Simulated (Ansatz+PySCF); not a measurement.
Two shapes of singlet C₂H₂.

Shape 1:

```xyz
4

C     0.0000    0.0000   -0.6043
C     0.0000    0.0000    0.6043
H     0.0000    0.0000   -1.6792
H     0.0000    0.0000    1.6792
```

Shape 2:

```xyz
4

C    -0.0140   -0.0452   -0.6204
C    -0.0192   -0.0432    0.6205
H    -0.0291   -0.0316   -1.6538
H     0.0289    0.0338    1.7020
```

Basis set: def2-SVP (spherical functions). Correlated methods keep 2 orbitals frozen. Charge 0, multiplicity 1.

Computed with Ansatz (development build ahead of 0.2.0); each method stands on the lowest determinant of its kind that the runs found.

Problem. Which shape is lower in energy, and by how much in each method?

Solution.

| method | E(2) − E(1) (eV) |
| --- | --- |
| UHF-MP2 | 0.077 |
| PBE (restricted) | 0.069 |
| r²SCAN (restricted) | 0.089 |
| r²SCAN (unrestricted) | 0.089 |
| ωB97X (unrestricted) | 0.113 |

Shape 1 is lower.
